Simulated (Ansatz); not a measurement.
# HBC, triplet: the ladder up to full CI

Geometry: a point of a stretch scan, not a stationary point.

```
atom   x (Å)   y (Å)    z (Å)
   B  0.0000  0.0000   0.9254
   C  0.0000  0.0000  -3.0296
   H  0.0000  0.0000   2.1041
```

Basis 6-31G; Ansatz 0.2.0. Only valence electrons are correlated (noble-gas cores frozen), which leaves 8 electrons in 18 orbitals. R marks a restricted (for open shells ROHF) determinant, U an unrestricted one. Active spaces: valence = (8e, 9o) chosen from the atoms' valence shells; pair = (4e, 4o) about the gap.

Full CI is exact within this basis and frozen core; it isn't the basis-set limit. The frozen core follows each run's orbitals, which can shift R against U totals by a few meV.

For open shells CISD and CISDTQ are restricted-active-space CI with the open shells as a complete middle space.

The UHF ⟨S²⟩ is 2.465. The T1 diagnostic (RCCSD) is 0.0117 and the largest doubles amplitude (RCCSD) is 0.134.

```json
{"level": "RMP2", "E − E(RHF) (eV)": "-1.6713"}
{"level": "RCCSD", "E − E(RHF) (eV)": "-2.6716"}
{"level": "RCCSD(T)", "E − E(RHF) (eV)": "-2.7008"}
```

Task: Estimate how far full CI in 6-31G lies from RCCSD(T). The table doesn't fix it; the size of (T) and the diagnostics are the guide.

Result: Full CI in 6-31G lies 1.3 kJ/mol below RCCSD(T), which is 45 % of the (T) step (-2.8 kJ/mol). A doubles amplitude is large, and the rest is a large part of (T).

The other levels:

```tsv
level	E − E(full CI) (kJ/mol)	share of correlation (%)	wall time
CISD	19.2	92.67	0.69 s
BCCD(T)	1.3	99.51	1.1 s
RCCSDT	0.2	99.93	–
CISDTQ	0.5	99.81	5.5 s
RCCSDT(Q)	0.0	99.98	3.5 s
RCCSDTQ	0.0	100.00	66 s
CASSCF (pair space)	213.2	18.60	–
NEVPT2 (pair space)	82.9	68.33	0.54 s
MRCISD (pair space)	12.3	95.32	–
MRCISD+Q (pair space)	-4.2	101.62	1.1 s
CASSCF (valence space)	89.6	65.77	–
NEVPT2 (valence space)	33.3	87.27	3.1 s
MRCISD (valence space)	1.7	99.37	–
MRCISD+Q (valence space)	-0.1	100.03	4.3 s
```

The correlation energy at full CI, counted from RHF, is -2.714 eV. That run took 29 s on 1 thread of Arm Neoverse V1, shared host over 2,340,352 determinants.

Run but not shown, since their state, orbitals or frozen core can't be matched to the reference's or they repeat it: UHF, UMP2, UCCSD, UCCSD(T), UCCSDT, UCCSDT(Q), UCCSDTQ.

Times hold each run's SCF and search for its determinant on a shared host, so for small cases they say little of a method's own cost; they ran on 1 thread of Arm Neoverse V1.

More than 5 meV below full CI, which no variational method can be: MRCISD+Q (pair space).

The full-CI state has the irrep A2 of C2v, in the program's axes (one component, if the state is degenerate).

Natural occupations of full CI about the gap: 1.974 1.946 1.865 0.996 0.996 0.063 0.063 0.043 0.021 0.010; effectively unpaired electrons, Σ n²(2−n)², 2.12.
